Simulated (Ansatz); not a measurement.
Ansatz (a first-principles code) input (CCSD(T)/aug-cc-pV(D+d)Z):
A basis named .json is the Basis Set Exchange file of that set.

Ansatz 0.2 input:
```yaml
crystal:
  periodic: [false, false, false]
  atoms:
    - {symbol: Cl, position_ang: [-0.00000000, -0.00000000, -0.07362004]}
    - {symbol: H, position_ang: [0.00000000, 0.00000000, 1.25154065]}
basis:
  gaussian:
    orbitals: aug-cc-pV_D+d_Z.json
total_charge: 1
magnetization: {spin_polarized: true, initial_magnetization: 1}
correlation: {method: ccsd_t, electrons: outside_noble_gas}
output: {forces: true}
```

Output:

```
Functional definition: HF
integrals: 0.01 GiB planned
387 factors; integrals over basis functions are off by at most 4.7e-4 eV
mean field: 0.07 GiB planned
mean field evaluation 1: about -12507.7239 eV, gradient 8.7e0 eV
mean field evaluation 2: about -12507.7249 eV, gradient 8.7e0 eV
mean field evaluation 4: about -12508.2210 eV, gradient 9.0e-1 eV
mean field evaluation 8: about -12508.2294 eV, gradient 1.0e-3 eV
mean field evaluation 16: about -12507.4167 eV, gradient 9.5e0 eV
mean field evaluation 32: about -12508.1126 eV, gradient 3.4e0 eV
mean field -12508.22936645 eV, -459.6689508348 hartree, gradient 3.2e-6 eV, S^2 0.759952; 2 other end points of the search recorded, 0 dependent functions left out
5 core orbitals not correlated
reference -12508.22936645 eV, -459.6689508348 hartree; 4, 3 occupied and 32, 33 virtual orbitals, 387 factors
densities: 0.10 GiB planned
second order -3.41342434 eV of doubles, -0.00000000 eV of singles
coupled cluster: 0.08 GiB planned
cycle   1  -3.88759983 eV  change   -4.7e-1 eV  update   4.2e-2
cycle   2  -4.03220546 eV  change   -1.4e-1 eV  update   1.5e-2
cycle   3  -4.04289482 eV  change   -1.1e-2 eV  update   3.7e-3
cycle   4  -4.04331613 eV  change   -4.2e-4 eV  update   9.7e-4
cycle   5  -4.04327646 eV  change    4.0e-5 eV  update   3.9e-4
cycle   6  -4.04331437 eV  change   -3.8e-5 eV  update   1.1e-4
cycle   7  -4.04333360 eV  change   -1.9e-5 eV  update   3.6e-5
cycle   8  -4.04333083 eV  change    2.8e-6 eV  update   1.4e-5
cycle   9  -4.04332882 eV  change    2.0e-6 eV  update   4.7e-6
cycle  10  -4.04332995 eV  change   -1.1e-6 eV  update   1.4e-6
perturbative correction -0.08454359 eV, -0.0031069197 hartree
the calculation of the forces begins
Total energy: -12512.35723999 eV, -459.8206473894 hartree
Atom 0 at    -0.000000    -0.000000    -0.073620 Å, force     0.000000    -0.000000    -0.024050 eV/Å
Atom 1 at     0.000000     0.000000     1.251541 Å, force    -0.000000    -0.000000     0.024050 eV/Å
Dipole moment:    -0.000000     0.000000     0.317767 e Å
```
